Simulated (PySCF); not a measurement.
## State search for AlF⁺

Unrestricted PBE0; basis Al pcseg-1, F pcseg-1; no relativity; PySCF 2.14. Outer shells of the fragments: Al+ 3s2; F 2s2 2p5.

Followed along the bond (rough minima from three points):

```
2Ms+1   unpaired  ⟨S²⟩ at the start  R at minimum (Å)  Te (eV)
    2        σ ↑               0.76              1.64     0.00
    4  σ ↑, π ↑↑               3.75  none in the scan   ≤ 6.90
```

Solutions found at the starting distance of 1.910 Å, counted from the lowest of them; the search is not exhaustive and high or unbound solutions are not listed, so other states can lie among these:

```json
{"2Ms+1": "2", "unpaired": "σ ↑", "term": "²Σ⁺", "E (eV)": "0.00", "⟨S²⟩": "0.76", "⟨Lz²⟩": "0.00", "μ (D)": "-6.65"}
{"2Ms+1": "2", "unpaired": "π ↑", "term": "²Π", "E (eV)": "2.95", "⟨S²⟩": "0.75", "⟨Lz²⟩": "1.00", "μ (D)": "-1.22"}
{"2Ms+1": "2", "unpaired": "π ↑", "term": "²Π", "E (eV)": "4.93", "⟨S²⟩": "0.86", "⟨Lz²⟩": "1.00", "μ (D)": "-7.13"}
{"2Ms+1": "4", "unpaired": "σ ↑, π ↑↑", "term": "mixed", "E (eV)": "6.32", "⟨S²⟩": "3.75", "⟨Lz²⟩": "2.00", "μ (D)": "-1.69"}
{"2Ms+1": "4", "unpaired": "σ ↑, π ↑↑", "term": "mixed", "E (eV)": "6.44", "⟨S²⟩": "3.75", "⟨Lz²⟩": "2.00", "μ (D)": "-1.67"}
{"2Ms+1": "4", "unpaired": "σ ↑↑, π ↑", "term": "⁴Π", "E (eV)": "7.59", "⟨S²⟩": "3.75", "⟨Lz²⟩": "1.00", "μ (D)": "-1.91"}
{"2Ms+1": "4", "unpaired": "σ ↑↑, π ↑", "term": "⁴Π", "E (eV)": "8.26", "⟨S²⟩": "3.75", "⟨Lz²⟩": "1.00", "μ (D)": "-1.78"}
{"2Ms+1": "4", "unpaired": "σ ↑↑↑", "term": "⁴Σ⁺", "E (eV)": "9.42", "⟨S²⟩": "3.75", "⟨Lz²⟩": "0.00", "μ (D)": "-1.84"}
```

A term symbol is given only where ⟨S²⟩ and ⟨Lz²⟩ are close to those of a pure state; real π, δ and φ orbitals otherwise mix terms. A positive dipole points towards F; it is taken about the centre of mass and depends on that origin.

Counting both spins, an empty level lies below a filled one in some of these solutions, because spin and occupation are held.
